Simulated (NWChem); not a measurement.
**CO (carbon monoxide) at 4 levels**

We compute a comparison of 4 runs (PBE/aug-cc-pVTZ, M06-L/aug-cc-pVTZ, PBE0/aug-cc-pVTZ, TPSS/aug-cc-pVTZ) of CO (carbon monoxide). 

The calculation is run with NWChem 7.3.0.

### Step 1. The molecule

The species is CO (2 atoms), meant as a singlet with charge 0. As SMILES, `[C-]#[O+]`. The coordinates come from a PBE0-D4/def2-TZVP relaxation.

Bond lengths: C1–O2 1.123 Å.

### Step 2. Energy and gradient at PBE/aug-cc-pVTZ (run 1)

Input file a.nw:

```
START a
memory total 2200 mb

GEOMETRY units angstrom noautosym nocenter noautoz
   C        0.479900      -0.155100       0.247200
   O       -0.479900       0.155100      -0.247200
END

BASIS spherical bse
   * library aug-cc-pVTZ
END

DFT
   xc xpbe96 cpbe96
   grid fine
   convergence energy 1e-08
   iterations 100
   mulliken
   print low
END

TASK dft gradient
```

Run with:

```
$ nwchem a.nw > a.out
```

What it wrote:

```text
[...]
 d= 0,ls=0.0,diis     1   -113.1726037392 -1.36D+02  8.67D-03  5.99D-01     1.1
[...]
 d= 0,ls=0.0,diis    10   -113.2302455653 -1.12D-10  1.22D-08  8.29D-12     8.4
         Total DFT energy =     -113.230245565317
      One electron energy =     -198.503676666062
           Coulomb energy =       76.419767138660
    Exchange-Corr. energy =      -13.758120968970
 Nuclear repulsion energy =       22.611784931054
[...]
      Total Density - Mulliken Population Analysis
     ---------------------------------------------
    Atom       Charge   Shell Charges
 -----------   ------   -------------------------------------------------------
    1 C    6     5.93   1.96  0.24  0.93  0.60  0.05  0.72  1.06  0.23 -0.00  0.04  0.06 -0.00  0.01  0.01
    2 O    8     8.07   1.94  0.27  1.02  0.54  0.06  1.29  2.00  0.87  0.03  0.00  0.03  0.02  0.00  0.00
[...]
                         DFT ENERGY GRADIENTS
    atom               coordinates                        gradient
                 x          y          z           x          y          z
   1 C       0.906880  -0.293097   0.467140   -0.027927   0.009026  -0.014385
   2 O      -0.906880   0.293097  -0.467140    0.027927  -0.009026   0.014385
 Task  times  cpu:       15.7s     wall:       15.7s
 Total times  cpu:       15.8s     wall:       15.8s
```

Run time: 17 s. Hardware: 1 thread of AMD EPYC 7R43 (Zen 3), shared host; peak memory 0.11 GiB.

### Step 3. Energy and gradient at M06-L/aug-cc-pVTZ (run 2)

Input file m1.nw:

```
start m1
memory stack 880 mb heap 220 mb global 1100 mb

geometry units angstrom noautosym nocenter noautoz
  C      0.479900    -0.155100     0.247200
  O     -0.479900     0.155100    -0.247200
end

basis spherical bse
  * library aug-cc-pVTZ
end

dft
  xc m06-l
  mult 1
  grid fine
  convergence energy 1e-08
  maxiter 100
  mulliken
end

task dft gradient
```

Run with:

```
$ nwchem m1.nw > m1.out
```

What it wrote:

```text
[...]
          Wavefunction type:  closed shell.
          No. of atoms     :     2
          No. of electrons :    14
[...]
          Charge           :     0
          Spin multiplicity:     1
[...]
          AO basis - number of functions:    92
[...]
              XC Information
              --------------
                        M06-L Method XC Functional
                         M06-L Exchange Functional  1.000
                       M06-L Correlation Potential  1.000
[...]
 d= 0,ls=0.0,diis     1   -113.2903923098 -1.36D+02  6.71D-03  4.19D-01     1.2
[...]
 d= 0,ls=0.0,diis    13   -113.3371792169 -3.78D-10  5.24D-07  2.42D-10    11.5
         Total DFT energy =     -113.337179216882
      One electron energy =     -198.606561841594
           Coulomb energy =       76.554805348834
    Exchange-Corr. energy =      -13.897207655176
 Nuclear repulsion energy =       22.611784931054
[...]
      Total Density - Mulliken Population Analysis
     ---------------------------------------------
    Atom       Charge   Shell Charges
 -----------   ------   -------------------------------------------------------
    1 C    6     5.80   1.97  0.23  0.95  0.86  0.08  0.71  0.96  0.05 -0.01  0.04 -0.00 -0.03  0.01 -0.02
    2 O    8     8.20   1.95  0.26  1.06  0.55 -0.11  1.26  2.06  1.07  0.01  0.00  0.03  0.04  0.00  0.01
[...]
  wavefunction    = closed shell
                         DFT ENERGY GRADIENTS
    atom               coordinates                        gradient
                 x          y          z           x          y          z
   1 C       0.906880  -0.293097   0.467140   -0.011255   0.003638  -0.005798
   2 O      -0.906880   0.293097  -0.467140    0.011255  -0.003638   0.005798
[...]
```

Run time: 20 s. Hardware: 1 thread of AMD EPYC 7R43 (Zen 3), shared host; peak memory 0.11 GiB.

### Step 4. Energy and gradient at PBE0/aug-cc-pVTZ (run 3)

Input file run.py:

```python
from ase import Atoms
from ase.calculators.nwchem import NWChem

mol = Atoms(['C', 'O'], positions=[
    [0.479900, -0.155100, 0.247200],
    [-0.479900, 0.155100, -0.247200],
])

calc = NWChem(
    label='work',
    theory='dft',
    memory='2200 mb',
    basis='aug-cc-pVTZ',
    basispar='spherical bse',
    dft={'xc': 'pbe0', 'mult': '1', 'grid': 'fine', 'convergence': 'energy 1e-08', 'iterations': '100', 'mulliken': None},
)
mol.calc = calc

forces = mol.get_forces()
print(f"energy = {mol.get_potential_energy():.6f} eV")
print("forces (eV/A):")
for s, f in zip(mol.symbols, forces):
    print(f"{s:2s} {f[0]:10.5f} {f[1]:10.5f} {f[2]:10.5f}")
print("dipole (e A):", mol.get_dipole_moment().round(4))
```

Run with:

```
$ export ASE_NWCHEM_COMMAND="nwchem PREFIX.nwi > PREFIX.nwo"
$ python run.py
```

What it wrote:

```text
energy = -3081.064957 eV
forces (eV/A):
C     0.10768   -0.03481    0.05548
O    -0.10768    0.03481   -0.05548
dipole (e A): [-0.0211  0.0068 -0.0109]
```

The calculator wrote work.nwi:

```
title "work"

permanent_dir work

scratch_dir work

start work

geometry units angstrom nocenter noautosym noautoz
  C  4.7989999999999999e-01 -1.5509999999999999e-01 2.4720000000000000e-01
  O  -4.7989999999999999e-01 1.5509999999999999e-01 -2.4720000000000000e-01
end

memory 2200 mb

basis spherical bse noprint
   * library aug-cc-pVTZ
end

dft
  xc pbe0
  mult 1
  grid fine
  convergence energy 1e-08
  iterations 100
  mulliken
end

task dft gradient
```

work.nwo:

```text
Northwest Computational Chemistry Package (NWChem) 7.3.0
             --------------------------------------------------------

           Job information
           ---------------

    nwchem branch   = 7.3.0
    use scalapack   = T
    input           = work.nwi
    prefix          = work.
    data base       = work/work.db
    status          = startup
    nproc           =        1

           Memory information
           ------------------

    heap     =     72089596 doubles =      550.0 Mbytes
    stack    =     72089601 doubles =      550.0 Mbytes
    global   =    144179200 doubles =     1100.0 Mbytes (distinct from heap & stack)
    total    =    288358397 doubles =     2200.0 Mbytes
    verify   = yes
    hardfail = no

[... 72 lines left out ...]
  convergence criterion.
[... 38 lines left out ...]
          Spatial weights used:  Erf1
[... 67 lines left out ...]
         Total DFT energy =     -113.227049687047
[... 3 lines left out ...]
 Nuclear repulsion energy =       22.611784931054
[... 712 lines left out ...]
          Convergence on gradient requested:  5.00D-04
[... 25 lines left out ...]
          total energy or number of iterations.
[... 18 lines left out ...]
                            NWChem DFT Gradient Module
                            --------------------------

                                       work

  charge          =   0.00
  wavefunction    = closed shell

                         DFT ENERGY GRADIENTS

    atom               coordinates                        gradient
                 x          y          z           x          y          z
   1 C       0.906880  -0.293097   0.467140   -0.002094   0.000677  -0.001079
   2 O      -0.906880   0.293097  -0.467140    0.002094  -0.000677   0.001079

                 ----------------------------------------
                 |  Time  |  1-e(secs)   |  2-e(secs)   |
                 ----------------------------------------
                 |  CPU   |       0.01   |       7.17   |
                 ----------------------------------------
                 |  WALL  |       0.01   |       7.17   |
                 ----------------------------------------

 Task  times  cpu:       13.2s     wall:       13.2s
 Total times  cpu:       13.3s     wall:       13.3s
```

Run time: 15 s. Hardware: 1 thread of AMD EPYC 7R43 (Zen 3), shared host; peak memory 0.11 GiB.

### Step 5. Energy and gradient at TPSS/aug-cc-pVTZ (run 4)

Input file co.nw:

```
start co
title "CO"
memory 2200 mb

geometry units angstroms noautosym nocenter noautoz
C        0.479900      -0.155100       0.247200
O       -0.479900       0.155100      -0.247200
end

basis spherical bse
* library aug-cc-pVTZ
end

dft
xc xtpss03 ctpss03
grid fine
convergence energy 1e-08
iterations 100
mulliken
noprint "final vectors analysis"
end

task dft gradient
```

Run with:

```
$ nwchem co.nw > co.out
```

What it wrote:

```text
[...]
          Wavefunction type:  closed shell.
          No. of atoms     :     2
          No. of electrons :    14
[...]
          Charge           :     0
          Spin multiplicity:     1
[...]
          AO basis - number of functions:    92
[...]
              XC Information
              --------------
                  TPSS metaGGA Exchange Functional  1.000
             TPSS03 metaGGA Correlation Functional  1.000
[...]
 d= 0,ls=0.0,diis     1   -113.3187131736 -1.36D+02  8.13D-03  4.62D-01     1.1
[...]
 d= 0,ls=0.0,diis     7   -113.3705026778 -7.87D-09  1.37D-06  1.33D-08     6.3
         Total DFT energy =     -113.370502677753
      One electron energy =     -198.555915617273
           Coulomb energy =       76.490462071023
    Exchange-Corr. energy =      -13.916834062557
 Nuclear repulsion energy =       22.611784931054
[...]
      Total Density - Mulliken Population Analysis
     ---------------------------------------------
    Atom       Charge   Shell Charges
 -----------   ------   -------------------------------------------------------
    1 C    6     5.91   1.97  0.23  0.95  0.61  0.05  0.71  1.08  0.21 -0.00  0.04  0.06 -0.01  0.01  0.01
    2 O    8     8.09   1.95  0.26  1.03  0.57  0.05  1.29  2.01  0.86  0.03  0.01  0.02  0.02  0.00 -0.00
[...]
  wavefunction    = closed shell
                         DFT ENERGY GRADIENTS
    atom               coordinates                        gradient
                 x          y          z           x          y          z
   1 C       0.906880  -0.293097   0.467140   -0.024166   0.007810  -0.012448
   2 O      -0.906880   0.293097  -0.467140    0.024166  -0.007810   0.012448
[...]
```

Run time: 15 s. Hardware: 1 thread of AMD EPYC 7R43 (Zen 3), shared host; peak memory 0.11 GiB.

### Step 6. Overview of the runs

| run | level | energy (Eh) | largest force (eV/Å) | wall time |
| --- | --- | --- | --- | --- |
| 1 | PBE/aug-cc-pVTZ | -113.230246 | 1.681 | 17 s |
| 2 | M06-L/aug-cc-pVTZ | -113.337179 | 0.677 | 20 s |
| 3 | PBE0/aug-cc-pVTZ | -113.227050 | 0.126 | 15 s |
| 4 | TPSS/aug-cc-pVTZ | -113.370503 | 1.454 | 15 s |

### Step 7. Outcome

```
                       quantity          value
            run 4: total energy  -113.37050 Eh
           run 4: dipole moment         0.21 D
run 4: largest force on an atom     1.454 eV/Å
```

**Reading.** Over runs 2, 3, 4 the dipole moment (its size) runs from 0.12 D (PBE0/aug-cc-pVTZ) to 0.21 D (TPSS/aug-cc-pVTZ). Totals of different functionals can't be ranked against each other. All runs together took 66 s, the longest 20 s.
